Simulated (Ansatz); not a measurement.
The same path of C2H6OS2 (11 atoms, charge 0, multiplicity 1) was run twice with different band settings. The coordinate that changes most is the dihedral O3–C2–S5–H11.

These are results of Ansatz, RKS PBE-D4/def2-mTZVP, not measurements.

Relaxed end points:

```xyz
11
Properties=species:S:1:pos:R:3
C -1.024 -0.238 0.877
C 0.244 0.005 0.077
O 1.320 -0.083 0.975
S 0.078 1.693 -0.718
S 0.532 -1.328 -1.217
H -1.150 0.555 1.629
H -0.940 -1.203 1.393
H -1.904 -0.259 0.223
H 2.143 0.121 0.487
H 1.128 1.531 -1.574
H -0.361 -0.850 -2.131
```

```xyz
11
Properties=species:S:1:pos:R:3
C -0.980 -0.171 0.976
C 0.090 0.082 -0.083
O 1.390 0.207 0.468
S -0.295 1.700 -0.887
S 0.021 -1.388 -1.251
H -0.910 0.608 1.745
H -0.814 -1.150 1.450
H -1.988 -0.162 0.541
H 1.690 -0.703 0.676
H 0.924 1.806 -1.488
H 0.938 -0.886 -2.127
```

Common settings: movable images 9; climbing image yes; optimiser quadratic models (default); start path through a guess of the saddle point; force threshold 0.05 eV/Å; iteration limit 60; end points relaxed.

| run | spring |
| --- | --- |
| 1 | 5.0 eV/Å² |
| 2 | 0.5 eV/Å² |

**Question.** What does each run give, and how far can it be trusted?

**Answer.** Run 1: converged after 7 iterations, highest image 0.091 eV above the first end. A vibrational analysis at the climbing image gives one clearly imaginary mode, 204i cm⁻¹: a first-order saddle point.
Run 2: converged after 7 iterations, highest image 0.091 eV above the first end. Another band between the same ends (9 images) ends at a top of the same energy, where a vibrational analysis finds 1 clearly imaginary mode.
